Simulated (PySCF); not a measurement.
PySCF input (HF/pcseg-0):

```python
import numpy as np, basis_set_exchange as bse
from pyscf import gto, scf, dft, df

basis = {'C': gto.basis.parse(bse.get_basis('pcseg-0', elements=['C'], fmt='nwchem')), 'H': gto.basis.parse(bse.get_basis('pcseg-0', elements=['H'], fmt='nwchem'))}
mol = gto.M(
    atom='''
    C    -0.00000000   -0.00000000   -0.59839493
    C     0.00000000    0.00000000    0.59839493
    H     0.00000000    0.00000000    1.66106699
    H    -0.00000000   -0.00000000   -1.66106699
    ''',
    basis=basis,
    charge=0,
    verbose=4,
    max_memory=2160,
)
mf = scf.RHF(mol)
mf.conv_tol = 1e-9
mf.max_cycle = 100
print('smallest overlap eigenvalue', np.linalg.eigvalsh(mol.intor('int1e_ovlp'))[0])
mf.kernel()
dip = mf.dip_moment()
```

Output:

```
PySCF version 2.14.0

[INPUT] verbose = 4
[INPUT] num. atoms = 4
[INPUT] num. electrons = 14
[INPUT] charge = 0
[INPUT] spin (= nelec alpha-beta = 2S) = 0
[INPUT] symmetry False subgroup None
[INPUT] Mole.unit = angstrom
[INPUT] Symbol           X                Y                Z      unit          X                Y                Z       unit  Magmom
[INPUT]  1 C      0.000000000000   0.000000000000  -0.598394930000 AA    0.000000000000   0.000000000000  -1.130802532028 Bohr   0.0
[INPUT]  2 C      0.000000000000   0.000000000000   0.598394930000 AA    0.000000000000   0.000000000000   1.130802532028 Bohr   0.0
[INPUT]  3 H      0.000000000000   0.000000000000   1.661066990000 AA    0.000000000000   0.000000000000   3.138961685656 Bohr   0.0
[INPUT]  4 H      0.000000000000   0.000000000000  -1.661066990000 AA    0.000000000000   0.000000000000  -3.138961685656 Bohr   0.0

nuclear repulsion = 24.8632685341908
number of shells = 14
number of NR pGTOs = 36
number of NR cGTOs = 22
basis = {'C': [[0, [471.525, 0.0208506], [71.19, 0.144462], [15.886, 0.5], [4.16469, 0.628138]], [0, [0.442581, 1.0]], [0, [0.142836, 1.0]], [1, [4.41211, 0.121453], [0.87986, 0.5]], [1, [0.192992, 1.0]]], 'H': [[0, [4.34473, 0.0934643], [0.660487, 0.5]], [0, [0.136687, 1.0]]]}
ecp = {}
smallest overlap eigenvalue 0.003605728363116891

******** <class 'pyscf.scf.hf.RHF'> ********
method = RHF
initial guess = minao
damping factor = 0
level_shift factor = 0
DIIS = <class 'pyscf.scf.diis.CDIIS'>
diis_start_cycle = 1
diis_space = 8
diis_damp = 0
SCF conv_tol = 1e-09
SCF conv_tol_grad = None
SCF max_cycles = 100
direct_scf = True
direct_scf_tol = 1e-13
Set gradient conv threshold to 3.16228e-05
Initial guess from minao.
init E= -76.7818601302583
  HOMO = -0.302663184328339  LUMO = 0.118614618082325  gap/eV = 11.46355
cycle= 1 E= -76.5961215584745  delta_E= 0.186  |g|= 0.218  |ddm|= 1.88
  HOMO = -0.425537414325665  LUMO = 0.199525195447219  gap/eV = 17.00882
cycle= 2 E= -76.6150765022321  delta_E= -0.019  |g|= 0.0529  |ddm|= 0.435
  HOMO = -0.411943996643814  LUMO = 0.2140831774367  gap/eV = 17.03507
cycle= 3 E= -76.6162903105034  delta_E= -0.00121  |g|= 0.00867  |ddm|= 0.147
  HOMO = -0.416368823723436  LUMO = 0.21041599058217  gap/eV = 17.05568
cycle= 4 E= -76.6163175901334  delta_E= -2.73e-05  |g|= 0.00159  |ddm|= 0.0131
  HOMO = -0.415750358058331  LUMO = 0.21073966522174  gap/eV = 17.04766
cycle= 5 E= -76.616318776941  delta_E= -1.19e-06  |g|= 0.000175  |ddm|= 0.00254
  HOMO = -0.415715734218851  LUMO = 0.210756149331629  gap/eV = 17.04717
cycle= 6 E= -76.6163187932611  delta_E= -1.63e-08  |g|= 1.94e-05  |ddm|= 0.000462
  HOMO = -0.415710933014826  LUMO = 0.210759581903877  gap/eV = 17.04713
cycle= 7 E= -76.6163187934627  delta_E= -2.02e-10  |g|= 1.41e-06  |ddm|= 4.2e-05
  HOMO = -0.415710381330092  LUMO = 0.21076013238176  gap/eV = 17.04713
Extra cycle  E= -76.6163187934637  delta_E= -1.02e-12  |g|= 3.63e-07  |ddm|= 5.6e-06
converged SCF energy = -76.6163187934637
Dipole moment(X, Y, Z, Debye):  0.00000,  0.00000, -0.00000
```
